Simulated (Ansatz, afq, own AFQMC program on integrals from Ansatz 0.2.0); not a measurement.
**Al$_{2}$, triplet: AFQMC among the cluster methods**

```yaml
atoms:
  - { symbol: Al, position_ang: [0.0000, 0.0000, 0.0000] }
  - { symbol: Al, position_ang: [0.0000, 0.0000, 1.9580] }
```

Basis cc-pVDZ. Noble-gas cores (and the filled d shells of Ga–Kr and In–Xe) are frozen. AFQMC by an in-house program on the Cholesky factors that Ansatz 0.2.0 writes for its CCSD(T) run. The CISD trial takes its coefficients from CCSD amplitudes. Released means that phaseless walkers are propagated on without the constraint, phases kept. Uncertainties: one standard error, sampling alone.

Determinant: ROHF, the one that the program's search chose, which needn't be the lowest solution. The geometry is a point of a scan.

Full CI on the same integrals is exact in this basis and with this determinant's frozen core.

Cautions: lower spins were not checked; a spin-contaminated unrestricted determinant lies lower (UHF 364 meV lower, ⟨S²⟩ 2.62); (T) is large, 6 % of the CCSD correlation; the released energies are still falling, so no released level is given (meV from the phaseless value at times in 1/Eh: -3 ± 4 at 0.24, -9 ± 4 at 0.51, -15 ± 3 at 0.99, -22 ± 3 at 1.62, -27 ± 3 at 2.40).

The T1 diagnostic is 0.0266 and the weight of the determinant in the CISD state is 0.856. The size of the correlated space is 6 electrons in 26 orbitals.

| level | correlation energy (eV) |
| --- | --- |
| MP2 | -2.6234 |
| CCSD | -3.2655 |
| CCSD(T) | -3.4652 |

Problem. Estimate where phaseless AFQMC with a CISD trial lies against CCSD(T) on the same integrals.

Solution. 0.54 ± 0.09 kcal/mol below CCSD(T).

Reference: full CI, correlation energy -3.527 eV.

```
        level  E − E(reference) (kcal/mol)  share of correlation (%)
      CCSD(T)                         1.42                     98.26
        CCSDT                         0.40                     99.51
     CCSDT(Q)                         0.08                     99.91
       CCSDTQ                         0.02                     99.98
ph-AFQMC/CISD                  0.88 ± 0.09                     98.92
```

CCSDT and higher add their correlation energy to the determinant of the CCSD(T) run, since their own runs factorise the integrals more tightly (a shift of under 2 meV). A walk keeps the symmetry of its determinant, which the program's search chose and which needn't be the lowest solution, so a lower state of the same spin and another symmetry isn't excluded.
